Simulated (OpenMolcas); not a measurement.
# One shape, several levels: [NH2]− (SMILES [NH2-])

Aim: a comparison of 6 runs (M06-2X/3-21G, PBE/3-21G, PBE0/3-21G, UB3LYP/3-21G, UPBE/3-21G, MP2/3-21G) of [NH2]−. 

The results are computed with OpenMolcas 26.06.

## (1) The structure to begin with

The species is [NH2]− (3 atoms), meant as a singlet with charge -1. As SMILES, `[NH2-]`. The N1–H3 distance was set to 2.055 Å, away from the relaxed value. At this shape a bond of the SMILES string is far longer than usual.

Bond lengths: N1–H2 1.027 Å.

## (2) The energy at M06-2X/3-21G (run 1)

Contents of calc.inp:

```
>>> EXPORT MOLCAS_PRINT=2
&GATEWAY
BASLIB = $CurrDir
COORD
3
bohr
N      2.17713268     0.36319591     1.25117633
H      1.76762903     2.26085889     1.22717681
H     -0.88382491    -1.13043417    -0.61359407
BASIS = 3-21G
GROUP = NoSym
&SEWARD
GRIDINPUT
Grid=UltraFine
End of Grid
&SCF
CHARGE = -1
KSDFT = M062X
THRESHOLDS = 1e-10 1e-07 1e-07 1e-05
PRORBITALS = 1 1
```

The basis set 3-21G is read from a file made from the Basis Set Exchange's data (not shown).

Command:

```
$ export MOLCAS_MEM=1860
$ pymolcas calc.inp > calc.log
```

Standard output:

```text
--- Start Module: gateway ---
[...]
--- Stop Module: gateway /rc=_RC_ALL_IS_WELL_ ---
--- Start Module: seward ---
[...]
      Basis functions           13
--- Stop Module: seward /rc=_RC_ALL_IS_WELL_ ---
--- Start Module: scf ---
[...]
       Convergence after  15 Iterations
[...]
::    Total KS-DFT energy                             -55.3491460758
[...]
      Total spin, S                                     0.0000000000
[...]
      Total electronic charge=   10.000000
      Total            charge=   -1.000000
[...]
      Dipole Moment (debye):
      Origin of the operator (angstrom)=    1.0365    0.2056    0.5992
                   X=  2.2010E+00               Y=  2.4792E+00               Z=  1.4920E+00           Total=  3.6355E+00
      Center of Charge (angstrom)
[...]
--- Stop Module: scf /rc=_RC_ALL_IS_WELL_ ---
[...]
```

Run time: 4.5 s. Hardware: 1 thread of Arm Neoverse V1, shared host; peak memory 0.37 GiB.

## (3) The energy at PBE/3-21G (run 2)

Contents of calc.input:

```
&GATEWAY
  BasLib=$CurrDir
  Coord
  3
  bohr
  N      2.17713268     0.36319591     1.25117633
  H      1.76762903     2.26085889     1.22717681
  H     -0.88382491    -1.13043417    -0.61359407
  Basis=3-21G
  Group=NoSym

&SEWARD
  GridInput
  Grid=UltraFine
  End of Grid

&SCF
  Charge=-1
  KSDFT=PBE
  Thresholds=1e-10 1e-07 1e-07 1e-05
  PrOrbitals=1 1
```

The basis set 3-21G is read from a file made from the Basis Set Exchange's data (not shown).

Command:

```
$ export MOLCAS_MEM=1860
$ pymolcas calc.input > calc.log
```

Standard output:

```text
--- Start Module: gateway ---
[...]
--- Stop Module: gateway /rc=_RC_ALL_IS_WELL_ ---
--- Start Module: seward ---
[...]
      Basis functions           13
--- Stop Module: seward /rc=_RC_ALL_IS_WELL_ ---
--- Start Module: scf ---
[...]
       Convergence after  17 Iterations
[...]
::    Total KS-DFT energy                             -55.3206948546
[...]
      Total spin, S                                     0.0000000000
[...]
      Total electronic charge=   10.000000
      Total            charge=   -1.000000
[...]
      Dipole Moment (debye):
      Origin of the operator (angstrom)=    1.0365    0.2056    0.5992
                   X=  1.9678E+00               Y=  2.2134E+00               Z=  1.3335E+00           Total=  3.2480E+00
      Center of Charge (angstrom)
[...]
--- Stop Module: scf /rc=_RC_ALL_IS_WELL_ ---
[...]
```

Wall time 4.2 s (1 thread of Arm Neoverse V1, shared host); peak memory 0.37 GiB.

Runs 3 to 5 aren't shown in full; the table further down has their settings and results.

## (4) The energy at MP2/3-21G (run 6)

Contents of calc.inp:

```
&GATEWAY
BasLib
$CurrDir
Coord
3
bohr
N      2.17713268     0.36319591     1.25117633
H      1.76762903     2.26085889     1.22717681
H     -0.88382491    -1.13043417    -0.61359407
Basis
3-21G
Group
NoSym
&SEWARD
&SCF
Charge
-1
Thresholds
1e-10 1e-07 1e-07 1e-05
PrOrbitals
1 1
&MBPT2
Frozen
1
```

The basis set 3-21G is read from a file made from the Basis Set Exchange's data (not shown).

Command:

```
$ export MOLCAS_MEM=1860
$ pymolcas calc.inp > calc.log
```

Standard output:

```text
--- Start Module: gateway ---
[...]
--- Stop Module: gateway /rc=_RC_ALL_IS_WELL_ ---
[...]
      Basis functions           13
[...]
--- Start Module: scf ---
[...]
       Convergence after  17 Iterations
[...]
::    Total SCF energy                                -55.0270518124
[...]
      Total spin, S                                     0.0000000000
[...]
      Total electronic charge=   10.000000
      Total            charge=   -1.000000
[...]
      Dipole Moment (debye):
      Origin of the operator (angstrom)=    1.0365    0.2056    0.5992
                   X=  3.2374E+00               Y=  3.2613E+00               Z=  2.1530E+00           Total=  5.0747E+00
      Center of Charge (angstrom)
[...]
--- Stop Module: scf /rc=_RC_ALL_IS_WELL_ ---
--- Start Module: mbpt2 ---
[...]
WARNING!
Default frozen orbitals as non valence orbitals is overwritten by user input.
Default values:   1
[...]
       Reference weight ( Cref**2 )         =        0.95348
::    Total MBPT2 energy                              -55.1314046833
[...]
      Total MBPT2 calculations                           0.02      0.04
--- Stop Module: mbpt2 /rc=_RC_ALL_IS_WELL_ ---
[...]
```

It took 1.8 s on 1 thread of Arm Neoverse V1, shared host; peak memory 0.37 GiB.

## (5) All runs side by side

```
run         level  scramble  integration grid  energy (Eh)  HOMO energy (eV)  LUMO energy (eV)  HOMO–LUMO gap (eV)  wall time
  1  M06-2X/3-21G         –         UltraFine   -55.349146              1.68              7.83                6.15      4.5 s
  2     PBE/3-21G         –         UltraFine   -55.320695              5.48              5.76                0.28      4.2 s
  3    PBE0/3-21G         –         UltraFine   -55.318273              3.32              6.79                3.47      3.9 s
  4  UB3LYP/3-21G      0.25         UltraFine   -55.402572              3.28              6.97                3.69       11 s
  5    UPBE/3-21G      0.25         UltraFine   -55.328932              4.71              6.16                1.44        9 s
  6     MP2/3-21G         –                 –   -55.131405             -0.61             11.18               11.80      1.8 s
```

## (6) Results

```
                                                    quantity         value
                                         run 6: total energy  -55.13140 Eh
                  run 6: HOMO energy (Hartree–Fock orbitals)      -0.61 eV
                  run 6: LUMO energy (Hartree–Fock orbitals)      11.18 eV
run 6: HOMO–LUMO gap (to an unbound level, set by the basis)      11.80 eV
           run 6: correlation energy (1 core orbital frozen)    -104.4 mEh
```

In words: Over runs 1, 2, 3, 4, 5 the HOMO–LUMO gap runs from 0.28 eV (PBE/3-21G) to 6.15 eV (M06-2X/3-21G). The empty levels of an anion lie above zero and hang on the basis. Totals of different functionals can't be ranked against each other. In runs 1, 2, 3, 4, 5 the HOMO lies above zero, so the outermost electron may be held by the basis alone. Spin contamination of the reference: run 5 ⟨S²⟩ = 0.58, run 4 ⟨S²⟩ = 0.56. All runs together took 34 s, the longest 11 s.
